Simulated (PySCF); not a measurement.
Gas-phase reaction: 3 SiHF + 3 HF = SiF4 + 2 SiH3F, at 600 K and a standard pressure of 1 bar. Level: ωB97X-V/def2-TZVP†.

Method: PySCF energies plus ideal-gas RRHO corrections (1 bar). † marks an energy on the PBE0/def2-TZVP geometry and frequencies. All species are closed-shell singlets. SiHF: computed as isolated molecules; such fragments, hydroxides, amides, oligomers or adducts are transient or little studied in the gas. The harmonic model lacks anharmonicity and excited electronic states, which grow with temperature; levels with a mode under 35 cm⁻¹ are left out.

```json
[
 {"species": "SiHF", "E (Ha)": "-389.90142", "H(600 K) − E (kJ/mol)": "45.2", "S°(600 K) (J/mol/K)": "268.7"},
 {"species": "HF", "E (Ha)": "-100.45195", "H(600 K) − E (kJ/mol)": "42.3", "S°(600 K) (J/mol/K)": "194.0"},
 {"species": "SiF4", "E (Ha)": "-689.15659", "H(600 K) − E (kJ/mol)": "74.6", "S°(600 K) (J/mol/K)": "342.9"},
 {"species": "SiH3F", "E (Ha)": "-391.16184", "H(600 K) − E (kJ/mol)": "101.0", "S°(600 K) (J/mol/K)": "280.0"}
]
```
E: electronic energy; H − E holds the zero-point and thermal terms. 1 Ha = 2625.5 kJ/mol.

Task: Work out ΔH°, ΔS°, ΔG° and log10 K from these numbers.

Result: 1. ΔE = 1×(-689.15659) + 2×(-391.16184) − 3×(-389.90142) − 3×(-100.45195) = -0.42016 Ha = -1103.1 kJ.
2. Δ(H − E) = 1×(74.6) + 2×(101.0) − 3×(45.2) − 3×(42.3) = 14.1 kJ, so ΔH° = -1089.0 kJ.
3. ΔS° = 1×(342.9) + 2×(280.0) − 3×(268.7) − 3×(194.0) = -485.2 J/K; the number of gas molecules changes by -3.
4. ΔG° = ΔH° − TΔS° = -1089.0 − 600×(-485.2)/1000 = -797.9 kJ.
5. log10 K = −ΔG°/(RT ln 10) = 69.44, with RT ln 10 = 11.49 kJ/mol; at standard pressures the products are favoured.
6. A shift of 10 kJ in ΔE would move log10 K by 0.87 here.
For scale, ΔH°(298 K) is -1087 kJ at this level, -1038 kJ at ωB97M-V/def2-TZVP†, and runs from -1140 to -968 kJ over the 20 levels computed.
